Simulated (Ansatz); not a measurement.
A made-up structure of CH4NSi (charge +1), singlet:

```
7
angstrom
N -1.2701 -0.0799 -0.7435
C -0.1897 -0.0119 -0.1111
Si 1.2747 0.0801 0.7461
H -1.6170 0.6921 -1.3164
H -1.8645 -0.9110 -0.7213
H 0.0106 -0.2223 0.9083
H 2.4741 -0.3706 0.0308
```

It is relaxed with PBE-D4/def2-SVP and then PBE0-D4/def2-TZVP (Ansatz 0.2.0). Atoms count as bonded within 1.22 times the sum of their covalent radii (H–H: 0.88 Å). The end point is not checked to be a true minimum.

(1) Does its bonding change? (A judgement: the text doesn't fix the answer.)

Answers

(1) By the calculation: Yes. Formed: none; broken: Si3–H6.

Where it ends: The first stage lowers the energy by 3.69 eV in 14 steps. It ends as CH₄NSi ([NH2][CH][SiH]), total charge +1:
N1  (-1.137, -0.074, -0.655)
C2  (-0.170, -0.194, 0.188)
Si3  (1.402, 0.809, 0.567)
H4  (-1.145, 0.638, -1.375)
H5  (-1.936, -0.700, -0.651)
H6  (-0.316, -1.006, 0.912)
H7  (2.119, -0.296, -0.192)
(Å)

Labels in which every atom is bracketed show which atoms are joined, not bond orders.

For scale, one of the runs: PBE0-D4/def2-TZVP relaxation, 123 basis functions, launched by `ansatz run in.yaml --threads 2 --pin off --events-out ev --progress --plain --max-ram 4352MiB`. Hardware: 2 CPU threads of an Intel Xeon, shared host. Wall time about 2.1 min.
